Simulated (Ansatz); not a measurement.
## AsH3, singlet: vertical spin and charge gaps

Geometry (PBE0/def2-TZVP stationary point for this spin, not checked as a minimum):

```yaml
atoms:
  - { symbol: As, position_ang: [0.0002, 0.0000, -0.0329] }
  - { symbol: H, position_ang: [1.2593, 0.0140, 0.8215] }
  - { symbol: H, position_ang: [-0.6489, 1.0868, 0.8116] }
  - { symbol: H, position_ang: [-0.6239, -1.1021, 0.8106] }
```

Basis 6-31G (Cartesian d functions); Ansatz 0.2.0. Only valence electrons are correlated (noble-gas cores and the filled d shells of p-block atoms frozen). R marks a restricted (for open shells ROHF) determinant. Active spaces: valence = (8e, 7o) chosen from the atoms' valence shells. No spin–orbit coupling is included, and no scalar relativity.

Gaps are energies of the second state less the first, at fixed atoms, for a selection of the levels run; each method lands on the state that its own search finds for that charge and spin.

Removing an electron, to the doublet: 9.698 eV at full CI (singlet A', doublet ion A', in Cs).

```csv
level,gap (eV),error (meV)
RCCSD(T),9.701,3
RCCSDT,9.698,0
RCCSDT(Q),9.698,0
RCCSDTQ,9.698,0
CASSCF (valence space),9.392,-306
NEVPT2 (valence space),9.617,-81
PBE,10.295,597
wB97M-V,10.274,576
B2PLYP,10.157,459
RPA-PBE,9.758,60
```

In so small a basis the reference is far from its limit while semilocal and hybrid functionals are nearer theirs (RPA and double hybrids share much of the reference's basis error), so the functionals' errors here hold much of the reference's basis and frozen-core error, which can add to them or hide them.

Full CI is exact within this basis and frozen core; it isn't the basis-set limit.
